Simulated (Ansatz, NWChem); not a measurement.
**Worked example: the enthalpy of formation of HCN (SMILES C#N)**

The species is HCN (3 atoms), meant as a singlet with charge 0. As SMILES, `C#N`. Geometry: relaxed at PBE0-D4/def2-TZVP.

```jsonl
{"atom": "C", "x (Å)": "-0.0056", "y (Å)": "-0.0244", "z (Å)": "-0.0056"}
{"atom": "N", "x (Å)": "0.2520", "y (Å)": "1.0610", "z (Å)": "0.2552"}
{"atom": "H", "x (Å)": "-0.2464", "y (Å)": "-1.0366", "z (Å)": "-0.2495"}
```

Total energies at B2PLYP/cc-pVTZ, 2 core orbitals frozen (NWChem 7.3.0); the atoms run unrestricted:

```
species    state  energy (Eh)
    HCN  singlet   -93.389866
      C  triplet   -37.826307
      N  quartet   -54.567403
      H  doublet    -0.498614
```

Harmonic wavenumbers at PBE0-D4/def2-TZVP, in cm⁻¹: 776, 776, 2223, 3457.

Measured heats of formation of the gaseous atoms at 298.15 K, in kJ/mol: C 716.9, N 472.4, H 218.0. Take 1 Eh = 2625.50 kJ/mol, 1 cm⁻¹ = 0.0119627 kJ/mol, RT = 2.479 kJ/mol.

Task: What heat of formation follows?

Result: 
1. Electronic atomisation energy: (-37.826307) + (-54.567403) + (-0.498614) − (-93.389866) = 0.497542 Eh = 1306.3 kJ/mol.
2. Zero-point energy: half the sum of the wavenumbers, 3616 cm⁻¹ = 43.3 kJ/mol.
3. Thermal vibrational enthalpy, Σ hcν̃/(exp(hcν̃/kT) − 1): 0.5 kJ/mol. Translation, rotation and pV of a linear molecule: 3.5 RT = 8.7 kJ/mol.
4. The 3 free atoms carry 5/2 RT each: 18.6 kJ/mol.
5. Atomisation enthalpy at 298 K: 1306.3 − 43.3 − 0.5 − 8.7 + 18.6 = 1272.4 kJ/mol.
6. Sum of the atoms' heats of formation: 1407.3 kJ/mol. Heat of formation: 1407.3 − 1272.4 = +134.9 kJ/mol.

The tabulated value is +129.3 kJ/mol (Active Thermochemical Tables), so this level is off by +5.6 kJ/mol, or 0.4 % of the atomisation enthalpy. Anharmonicity and any spin-orbit splitting of the molecule are left out, and so is core correlation.
